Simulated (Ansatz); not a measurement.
C2H4O2S, SMILES `O=CC(O)S`. Total charge 0; spin multiplicity 1. All single points use the PBE0-D4/def2-TZVP geometry. It is one conformer, not always the lowest.

```xyz
9

O    -0.929    1.555   -0.158
C     0.067    0.949   -0.454
C     0.497   -0.257    0.340
O    -0.177   -0.348    1.531
S     0.264   -1.666   -0.819
H     0.682    1.206   -1.333
H     1.580   -0.249    0.501
H    -0.946    0.240    1.447
H    -1.038   -1.429   -1.055
```

What is the dipole moment at PBE/def2-TZVPP? (An estimate is asked.)

The calculation gave: 1.19 D, with components (0.81, 0.19, -0.85) D in this frame, pointing from negative to positive charge.

And with r2SCAN, B3LYP, ωB97M-V? (An estimate is asked.)

Computed: r2SCAN 1.25 D, B3LYP 1.38 D, ωB97M-V 1.41 D.

Give the Mulliken charges with PBE, r2SCAN, B3LYP in def2-TZVPP. (Estimate.)

Ansatz gave: 
| atom | PBE | r2SCAN | B3LYP |
| --- | --- | --- | --- |
| O1 | -0.24 | -0.32 | -0.28 |
| C2 | 0.05 | 0.14 | 0.08 |
| C3 | 0.15 | 0.24 | 0.17 |
| O4 | -0.27 | -0.33 | -0.31 |
| S5 | -0.16 | -0.16 | -0.15 |
| H6 | 0.08 | 0.06 | 0.10 |
| H7 | 0.09 | 0.06 | 0.10 |
| H8 | 0.19 | 0.21 | 0.20 |
| H9 | 0.11 | 0.10 | 0.10 |

B3LYP here is the variant with VWN-RPA as its local correlation; programs differ in this.
